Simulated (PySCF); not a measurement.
Job file and geometry (Å, from GFN2-xTB) of an NMR shielding run on tetrahydroborate, [BH$_{4}$]-, GIAO PBE0/pcSseg-1 NMR shielding, non-relativistic, gas phase (PySCF 2.14.0, density-fitted response routines); density fitting, a coarse starting grid and PySCF grid level 2 are the driver's defaults:

```
{"job": {"kind": "nmr", "xc": "PBE0", "basis": "pcSseg-1"}, "charge": -1, "multiplicity": 1}
B      0.001896     0.000543    -0.003592
H     -0.782751    -0.823132    -0.467764
H      0.165501    -0.219749     1.193940
H     -0.455786     1.130980    -0.152942
H      1.079763    -0.085789    -0.586827
```

Problem. Write the output of this run.

Solution. 
```
coarse grid: 3568 points
cycle   1  E = -27.1221952998  dE = -2.469e-01  |g| = 4.112e-01  |ddm| = 1.549e+00
cycle   2  E = -27.1337172805  dE = -1.152e-02  |g| = 3.976e-01  |ddm| = 1.059e+00
cycle   3  E = -27.1948258029  dE = -6.111e-02  |g| = 3.131e-03  |ddm| = 4.752e-01
cycle   4  E = -27.1948295863  dE = -3.783e-06  |g| = 2.385e-04  |ddm| = 6.843e-03
final grid: 32696 points
cycle   5  E = -27.2012374689  dE = -8.000e-06  |g| = 2.429e-03  |ddm| = 9.053e-03
cycle   6  E = -27.2012376109  dE = -1.420e-07  |g| = 2.254e-03  |ddm| = 4.449e-03
cycle   7  E = -27.2012393755  dE = -1.765e-06  |g| = 5.784e-05  |ddm| = 2.333e-03
cycle   8  E = -27.2012393769  dE = -1.355e-09  |g| = 2.371e-06  |ddm| = 8.323e-05
cycle   9  E = -27.2012393769  dE = -2.942e-12  |g| = 6.440e-07  |ddm| = 6.656e-06
converged SCF energy = -27.2012393769

GIAO shielding tensors (ppm)
atom      isotropic    diamagn.    paramagn.     s11        s22        s33       span
  0 B      154.882     188.337     -33.455    154.866    154.887    154.894      0.027
  1 H       32.090      30.457       1.632     30.797     30.798     34.674      3.877
  2 H       32.091      30.458       1.633     30.798     30.799     34.675      3.877
  3 H       32.089      30.457       1.632     30.797     30.798     34.674      3.877
  4 H       32.091      30.458       1.632     30.798     30.799     34.675      3.877
```

Size and cost of the density-fitted run: 37 basis functions, 1 s wall time on 1 thread of an Arm Neoverse V2, shared host.
